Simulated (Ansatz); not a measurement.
Molecular dynamics of CH₅BO

Input:

```yaml
crystal:
  periodic: [false, false, false]
  atoms:
    - { symbol: B, position_ang: [0.288937, -0.591224, 0.737009] }
    - { symbol: O, position_ang: [0.354827, 0.090468, 1.857644] }
    - { symbol: H, position_ang: [-0.481531, 0.551767, 2.064284] }
    - { symbol: H, position_ang: [1.1787, -1.336336, 0.569317] }
    - { symbol: C, position_ang: [-0.791703, -0.183202, -0.342493] }
    - { symbol: H, position_ang: [-1.815544, -0.51064, -0.225686] }
    - { symbol: H, position_ang: [-0.647158, 0.903634, -0.753166] }
    - { symbol: H, position_ang: [-0.768415, -0.555987, -1.303401] }
basis:
  gaussian: { orbitals: def2-SVP }
hamiltonian:
  xc: pbe
md:
  timestep: 1.0
  n_steps: 150
  ensemble: nvt_langevin
  temperature: 700.0
  initial_velocities: maxwell_boltzmann
  seed: 112802
  friction: 0.05
```

Launched with:

```bash
$ ansatz run input.yaml --threads 1 --pin off --max-ram 2048MiB --backend cpu --events-out ev --progress --plain --runs-dir out
```

It goes on from the last frame of an earlier run, with new velocities.

Output, in part (one step line in 2, the closing report, with atoms numbered from 0):

```
md step     0: t =     0.00 fs  T =   612.5 K  F+E_penalty+E_count = -3834.46675549 eV  E_kin = 0.633374 eV  (25 SCF iters)
md step     2: t =     2.00 fs  T =   447.8 K  F+E_penalty+E_count = -3834.46519984 eV  E_kin = 0.463062 eV  (27 SCF iters)
md step     4: t =     4.00 fs  T =   746.0 K  F+E_penalty+E_count = -3834.69971923 eV  E_kin = 0.771438 eV  (28 SCF iters)
md step     6: t =     6.00 fs  T =   791.1 K  F+E_penalty+E_count = -3834.72315860 eV  E_kin = 0.818103 eV  (27 SCF iters)
md step     8: t =     8.00 fs  T =   677.6 K  F+E_penalty+E_count = -3834.70189516 eV  E_kin = 0.700652 eV  (28 SCF iters)
md step    10: t =    10.00 fs  T =   682.6 K  F+E_penalty+E_count = -3834.66432693 eV  E_kin = 0.705848 eV  (28 SCF iters)
md step    12: t =    12.00 fs  T =   429.4 K  F+E_penalty+E_count = -3834.49461421 eV  E_kin = 0.444012 eV  (27 SCF iters)
md step    14: t =    14.00 fs  T =   537.3 K  F+E_penalty+E_count = -3834.64405148 eV  E_kin = 0.555604 eV  (27 SCF iters)
md step    16: t =    16.00 fs  T =   531.5 K  F+E_penalty+E_count = -3834.67475516 eV  E_kin = 0.549577 eV  (28 SCF iters)
md step    18: t =    18.00 fs  T =   825.4 K  F+E_penalty+E_count = -3834.95759066 eV  E_kin = 0.853528 eV  (25 SCF iters)
md step    20: t =    20.00 fs  T =   676.6 K  F+E_penalty+E_count = -3835.03337857 eV  E_kin = 0.699671 eV  (27 SCF iters)
md step    22: t =    22.00 fs  T =   729.4 K  F+E_penalty+E_count = -3834.87190786 eV  E_kin = 0.754280 eV  (26 SCF iters)
md step    24: t =    24.00 fs  T =   797.5 K  F+E_penalty+E_count = -3834.91136428 eV  E_kin = 0.824630 eV  (27 SCF iters)
md step    26: t =    26.00 fs  T =   591.2 K  F+E_penalty+E_count = -3834.75176120 eV  E_kin = 0.611350 eV  (27 SCF iters)
md step    28: t =    28.00 fs  T =   666.6 K  F+E_penalty+E_count = -3834.81875456 eV  E_kin = 0.689340 eV  (27 SCF iters)
md step    30: t =    30.00 fs  T =   970.2 K  F+E_penalty+E_count = -3835.06337501 eV  E_kin = 1.003305 eV  (28 SCF iters)
md step    32: t =    32.00 fs  T =   719.0 K  F+E_penalty+E_count = -3834.79397063 eV  E_kin = 0.743546 eV  (28 SCF iters)
md step    34: t =    34.00 fs  T =   698.5 K  F+E_penalty+E_count = -3834.91695844 eV  E_kin = 0.722259 eV  (27 SCF iters)
md step    36: t =    36.00 fs  T =   588.2 K  F+E_penalty+E_count = -3834.78665314 eV  E_kin = 0.608244 eV  (28 SCF iters)
md step    38: t =    38.00 fs  T =   361.3 K  F+E_penalty+E_count = -3834.66909535 eV  E_kin = 0.373649 eV  (28 SCF iters)
md step    40: t =    40.00 fs  T =   668.6 K  F+E_penalty+E_count = -3834.89258337 eV  E_kin = 0.691365 eV  (27 SCF iters)
md step    42: t =    42.00 fs  T =   467.0 K  F+E_penalty+E_count = -3834.80329524 eV  E_kin = 0.482873 eV  (28 SCF iters)
md step    44: t =    44.00 fs  T =   678.4 K  F+E_penalty+E_count = -3834.90836774 eV  E_kin = 0.701476 eV  (28 SCF iters)
md step    46: t =    46.00 fs  T =   750.1 K  F+E_penalty+E_count = -3834.89426357 eV  E_kin = 0.775657 eV  (27 SCF iters)
md step    48: t =    48.00 fs  T =   611.4 K  F+E_penalty+E_count = -3834.84877412 eV  E_kin = 0.632231 eV  (27 SCF iters)
md step    50: t =    50.00 fs  T =   587.8 K  F+E_penalty+E_count = -3834.83398999 eV  E_kin = 0.607814 eV  (27 SCF iters)
md step    52: t =    52.00 fs  T =   488.7 K  F+E_penalty+E_count = -3834.77706079 eV  E_kin = 0.505406 eV  (27 SCF iters)
md step    54: t =    54.00 fs  T =   519.3 K  F+E_penalty+E_count = -3834.72423873 eV  E_kin = 0.536954 eV  (27 SCF iters)
md step    56: t =    56.00 fs  T =   498.8 K  F+E_penalty+E_count = -3834.77410367 eV  E_kin = 0.515764 eV  (25 SCF iters)
md step    58: t =    58.00 fs  T =   506.0 K  F+E_penalty+E_count = -3834.73223663 eV  E_kin = 0.523245 eV  (27 SCF iters)
md step    60: t =    60.00 fs  T =   478.6 K  F+E_penalty+E_count = -3834.67958950 eV  E_kin = 0.494889 eV  (27 SCF iters)
md step    62: t =    62.00 fs  T =   610.6 K  F+E_penalty+E_count = -3834.86280515 eV  E_kin = 0.631413 eV  (27 SCF iters)
md step    64: t =    64.00 fs  T =   515.6 K  F+E_penalty+E_count = -3834.80054753 eV  E_kin = 0.533130 eV  (27 SCF iters)
md step    66: t =    66.00 fs  T =   490.7 K  F+E_penalty+E_count = -3834.95111983 eV  E_kin = 0.507408 eV  (28 SCF iters)
md step    68: t =    68.00 fs  T =   526.1 K  F+E_penalty+E_count = -3834.96032220 eV  E_kin = 0.544063 eV  (26 SCF iters)
md step    70: t =    70.00 fs  T =   552.2 K  F+E_penalty+E_count = -3834.91649007 eV  E_kin = 0.570978 eV  (28 SCF iters)
md step    72: t =    72.00 fs  T =   541.7 K  F+E_penalty+E_count = -3835.05943592 eV  E_kin = 0.560206 eV  (26 SCF iters)
md step    74: t =    74.00 fs  T =   529.3 K  F+E_penalty+E_count = -3835.00184839 eV  E_kin = 0.547300 eV  (27 SCF iters)
md step    76: t =    76.00 fs  T =   298.7 K  F+E_penalty+E_count = -3834.89801629 eV  E_kin = 0.308862 eV  (27 SCF iters)
md step    78: t =    78.00 fs  T =   502.7 K  F+E_penalty+E_count = -3835.07363324 eV  E_kin = 0.519782 eV  (27 SCF iters)
md step    80: t =    80.00 fs  T =   697.7 K  F+E_penalty+E_count = -3834.99465557 eV  E_kin = 0.721461 eV  (27 SCF iters)
md step    82: t =    82.00 fs  T =   505.6 K  F+E_penalty+E_count = -3834.89060815 eV  E_kin = 0.522782 eV  (27 SCF iters)
md step    84: t =    84.00 fs  T =   502.1 K  F+E_penalty+E_count = -3834.96730600 eV  E_kin = 0.519214 eV  (27 SCF iters)
md step    86: t =    86.00 fs  T =   496.1 K  F+E_penalty+E_count = -3834.88125052 eV  E_kin = 0.513042 eV  (27 SCF iters)
md step    88: t =    88.00 fs  T =   547.2 K  F+E_penalty+E_count = -3834.92959400 eV  E_kin = 0.565799 eV  (27 SCF iters)
md step    90: t =    90.00 fs  T =   542.5 K  F+E_penalty+E_count = -3835.01642678 eV  E_kin = 0.560938 eV  (27 SCF iters)
md step    92: t =    92.00 fs  T =   686.9 K  F+E_penalty+E_count = -3835.04898066 eV  E_kin = 0.710297 eV  (27 SCF iters)
md step    94: t =    94.00 fs  T =   698.0 K  F+E_penalty+E_count = -3835.03681280 eV  E_kin = 0.721758 eV  (26 SCF iters)
md step    96: t =    96.00 fs  T =   485.1 K  F+E_penalty+E_count = -3834.97616119 eV  E_kin = 0.501637 eV  (28 SCF iters)
md step    98: t =    98.00 fs  T =   690.4 K  F+E_penalty+E_count = -3834.92727862 eV  E_kin = 0.713929 eV  (28 SCF iters)
md step   100: t =   100.00 fs  T =   711.1 K  F+E_penalty+E_count = -3834.90517294 eV  E_kin = 0.735316 eV  (28 SCF iters)
md step   102: t =   102.00 fs  T =   589.7 K  F+E_penalty+E_count = -3834.90666262 eV  E_kin = 0.609803 eV  (28 SCF iters)
md step   104: t =   104.00 fs  T =   750.2 K  F+E_penalty+E_count = -3834.97071765 eV  E_kin = 0.775770 eV  (28 SCF iters)
md step   106: t =   106.00 fs  T =   503.6 K  F+E_penalty+E_count = -3834.95266592 eV  E_kin = 0.520724 eV  (28 SCF iters)
md step   108: t =   108.00 fs  T =   767.5 K  F+E_penalty+E_count = -3835.04796653 eV  E_kin = 0.793689 eV  (28 SCF iters)
md step   110: t =   110.00 fs  T =   736.6 K  F+E_penalty+E_count = -3834.98262234 eV  E_kin = 0.761697 eV  (27 SCF iters)
md step   112: t =   112.00 fs  T =   683.9 K  F+E_penalty+E_count = -3834.90053949 eV  E_kin = 0.707214 eV  (28 SCF iters)
md step   114: t =   114.00 fs  T =   677.4 K  F+E_penalty+E_count = -3834.87660980 eV  E_kin = 0.700499 eV  (28 SCF iters)
md step   116: t =   116.00 fs  T =   456.6 K  F+E_penalty+E_count = -3834.65792717 eV  E_kin = 0.472212 eV  (28 SCF iters)
md step   118: t =   118.00 fs  T =   626.4 K  F+E_penalty+E_count = -3834.76730820 eV  E_kin = 0.647772 eV  (27 SCF iters)
md step   120: t =   120.00 fs  T =   806.3 K  F+E_penalty+E_count = -3834.98714245 eV  E_kin = 0.833820 eV  (27 SCF iters)
md step   122: t =   122.00 fs  T =   725.5 K  F+E_penalty+E_count = -3834.89833797 eV  E_kin = 0.750203 eV  (28 SCF iters)
md step   124: t =   124.00 fs  T =   844.8 K  F+E_penalty+E_count = -3834.97843837 eV  E_kin = 0.873561 eV  (28 SCF iters)
md step   126: t =   126.00 fs  T =   950.2 K  F+E_penalty+E_count = -3834.92803857 eV  E_kin = 0.982553 eV  (28 SCF iters)
md step   128: t =   128.00 fs  T =   663.3 K  F+E_penalty+E_count = -3834.68787089 eV  E_kin = 0.685887 eV  (28 SCF iters)
md step   130: t =   130.00 fs  T =   828.5 K  F+E_penalty+E_count = -3834.81804681 eV  E_kin = 0.856760 eV  (27 SCF iters)
md step   132: t =   132.00 fs  T =   885.3 K  F+E_penalty+E_count = -3834.72389635 eV  E_kin = 0.915470 eV  (25 SCF iters)
md step   134: t =   134.00 fs  T =   693.0 K  F+E_penalty+E_count = -3834.59917221 eV  E_kin = 0.716580 eV  (27 SCF iters)
md step   136: t =   136.00 fs  T =   885.2 K  F+E_penalty+E_count = -3834.70902101 eV  E_kin = 0.915359 eV  (27 SCF iters)
md step   138: t =   138.00 fs  T =   658.9 K  F+E_penalty+E_count = -3834.35381268 eV  E_kin = 0.681386 eV  (27 SCF iters)
md step   140: t =   140.00 fs  T =   758.5 K  F+E_penalty+E_count = -3834.49723392 eV  E_kin = 0.784388 eV  (26 SCF iters)
md step   142: t =   142.00 fs  T =   836.3 K  F+E_penalty+E_count = -3834.63792806 eV  E_kin = 0.864763 eV  (27 SCF iters)
md step   144: t =   144.00 fs  T =   838.7 K  F+E_penalty+E_count = -3834.44815833 eV  E_kin = 0.867275 eV  (27 SCF iters)
md step   146: t =   146.00 fs  T =   926.7 K  F+E_penalty+E_count = -3834.57124994 eV  E_kin = 0.958263 eV  (27 SCF iters)
md step   148: t =   148.00 fs  T =   868.4 K  F+E_penalty+E_count = -3834.49585019 eV  E_kin = 0.898012 eV  (29 SCF iters)
md step   150: t =   150.00 fs  T =   732.3 K  F+E_penalty+E_count = -3834.40669177 eV  E_kin = 0.757279 eV  (25 SCF iters)
Total energy: -3834.40672102 eV, -140.9118479431 hartree
Atom 0 at     0.299053    -0.869466     0.668725 Å, force     0.738072     2.724270    -1.146080 eV/Å
Atom 1 at     0.164538    -0.850547     2.032079 Å, force    -2.059948    -0.664640    -0.289503 eV/Å
Atom 2 at    -0.807995    -0.650984     2.269375 Å, force     1.748525    -0.018334    -0.283367 eV/Å
Atom 3 at     1.399818    -1.083870     0.147917 Å, force    -0.138741    -0.904306     0.637824 eV/Å
Atom 4 at    -0.491478     0.144130    -0.359428 Å, force    -4.640469    -1.792446    -0.010752 eV/Å
Atom 5 at    -1.317478     0.826126     0.089827 Å, force     0.831733    -0.874104     0.008686 eV/Å
Atom 6 at     0.171084     0.852699    -0.761976 Å, force     1.858832     1.186874    -0.871574 eV/Å
Atom 7 at    -1.126897    -0.253936    -1.328545 Å, force     1.661996     0.342686     1.954766 eV/Å
Dipole moment:    -0.390905     0.071891     0.048674 e Å
```

The run went to its last step. A run of 0.15 ps of so small a system gives no equilibrium averages.

The same pairs are bonded in the first frame and the last. Pairs count as bonded within 1.25 times the sum of covalent radii (0.12 Å more for H–H).

Last frame:

```xyz
8
Properties=species:S:1:pos:R:3
B 0.299 -0.870 0.669
O 0.165 -0.851 2.032
H -0.808 -0.651 2.269
H 1.400 -1.084 0.148
C -0.491 0.144 -0.359
H -1.317 0.826 0.090
H 0.171 0.853 -0.762
H -1.127 -0.254 -1.329
```

Time of the run: 3 min on 1 thread of Arm Neoverse V2, on a shared host, peak memory 0.1 GiB.
